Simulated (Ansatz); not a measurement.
C$_{4}$H$_{6}$O$_{2}$ (`C#COC(C)O`), relaxed with RKS PBE-D4/def2-SVP in the Gaussian-basis code of Ansatz from a rough embedded geometry. The force threshold is 0.03 eV/Å; the program also tests the step.

The species carries charge 0 and has multiplicity 1.

Start:

```xyz
12

C    -2.176   -0.914   -1.774
C    -1.373   -0.902   -0.958
O    -0.475   -0.919   -0.001
C     0.233    0.404    0.156
C     0.944    0.406    1.451
O     1.153    0.500   -0.950
H    -2.897   -0.908   -2.609
H    -0.486    1.221    0.066
H     1.601   -0.390    1.551
H     1.467    1.353    1.557
H     0.194    0.324    2.279
H     1.816   -0.174   -0.767
```

| step | energy (eV) | largest force (eV/Å) | largest move (Å) |
| --- | --- | --- | --- |
| 1 | -8320.8221 | 8.037 | 0.000 |
| 2 | -8321.4093 | 1.007 | 0.065 |
| 3 | -8321.4499 | 0.326 | 0.042 |
| 4 (rejected) | -8321.4430 | 0.560 | 0.106 |
| 5 | -8321.4596 | 0.099 | 0.052 |
| 6 | -8321.4602 | 0.038 | 0.032 |
| 7 | -8321.4608 | 0.024 | 0.017 |

End:

```xyz
12

C    -2.210   -0.970   -1.840
C    -1.390   -0.861   -0.938
O    -0.549   -0.782    0.054
C     0.263    0.452    0.131
C     0.939    0.391    1.487
O     1.128    0.551   -0.941
H    -2.915   -1.076   -2.649
H    -0.442    1.306    0.040
H     1.581   -0.513    1.545
H     1.568    1.290    1.632
H     0.195    0.333    2.303
H     1.830   -0.120   -0.824
```

Run time 41 s (4 threads of a server CPU on a shared host); peak host memory 0.16 GiB.
